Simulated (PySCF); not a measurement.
(CH3)2PPF2, C2H6F2P2.
Bonds: C1–P2, P2–C3, P2–P4, P4–F5, P4–F6. Hydrogens: H7, H8, H9 on C1; H10, H11, H12 on C3.

Method: PBE0-D3(BJ)/def2-TZVP geometry optimisation, gas phase in PySCF; density fitting, grid level 2; the optimiser is geomeTRIC in internal coordinates, started from a GFN2-xTB structure with every atom displaced at random (about 0.01 Å).

At the end of the run (lengths in Å): P4–F5 1.594, C1–H7 1.092, P4–F6 1.595, C3–H11 1.093, C1–H8 1.093, C3–H10 1.091, C1–H9 1.091, F5–P4–F6 98.9°, C3–P2–P4 94.5°, C1–P2–C3 100.0°, P2–P4–F5 98.2°, C1–P2–P4–F5 78°, H7–C1–P2–C3 70°, H10–C3–P2–C1 173°.

Question: These geometries were met on the way; a selection of coordinates is given. Order them by energy above the end point, lowest first.
A. P4–F5 1.657, C1–H7 1.062, P4–F6 1.620, C3–H11 1.072, C1–H8 1.110, C3–H10 1.105, C1–H9 1.104, F5–P4–F6 93.7°, C3–P2–P4 92.3°, C1–P2–C3 98.1°, P2–P4–F5 96.5°, C1–P2–P4–F5 83°, H7–C1–P2–C3 75°, H10–C3–P2–C1 169°
B. P4–F5 1.592, C1–H7 1.095, P4–F6 1.593, C3–H11 1.093, C1–H8 1.095, C3–H10 1.093, C1–H9 1.091, F5–P4–F6 97.7°, C3–P2–P4 94.6°, C1–P2–C3 100.1°, P2–P4–F5 98.5°, C1–P2–P4–F5 90°, H7–C1–P2–C3 74°, H10–C3–P2–C1 168°
C. P4–F5 1.595, C1–H7 1.093, P4–F6 1.595, C3–H11 1.094, C1–H8 1.093, C3–H10 1.091, C1–H9 1.091, F5–P4–F6 98.9°, C3–P2–P4 94.4°, C1–P2–C3 100.0°, P2–P4–F5 98.3°, C1–P2–P4–F5 79°, H7–C1–P2–C3 71°, H10–C3–P2–C1 173°

Answer: C (0.000 eV), B (0.010 eV), A (0.148 eV).

```csv
step,E above end (eV),"rms distance from the end, all atoms (Å)",largest force (eV/Å),rms shift of all bonds from the end (Å)
6,0.000,0.012,0.040,0.000
1,0.010,0.121,0.152,0.002
0,0.148,0.075,2.332,0.025
```

Rows stand in the order of the answer.
